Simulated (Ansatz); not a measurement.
## Ansatz (development build ahead of 0.2.0) run

```yaml
crystal:
  periodic: [false, false, false]
  atoms:
    - { symbol: "N", position_ang: [0.0, 0.0, 0.5439] }
    - { symbol: H, position_ang: [0.0, 0.0, -0.5439] }
basis:
  gaussian: { orbitals: cc-pVDZ }
magnetization:
  spin_polarized: true
  initial_magnetization: 2
hamiltonian:
  xc: hf
correlation:
  method: ccsd_t
  frozen_orbitals: { H: 0, "N": 1 }
```

The input is written out in the form of the current development build from the run's settings.

Results

| Item | Value |
| --- | --- |
| Converged | yes |
| Reference energy | -54.96437 hartree |
| CCSD correlation energy | -0.12498 hartree |
| Triples correction | -0.00162 hartree |
| Total energy | -55.09098 hartree |
| Spin squared of the determinant | 2.016 |
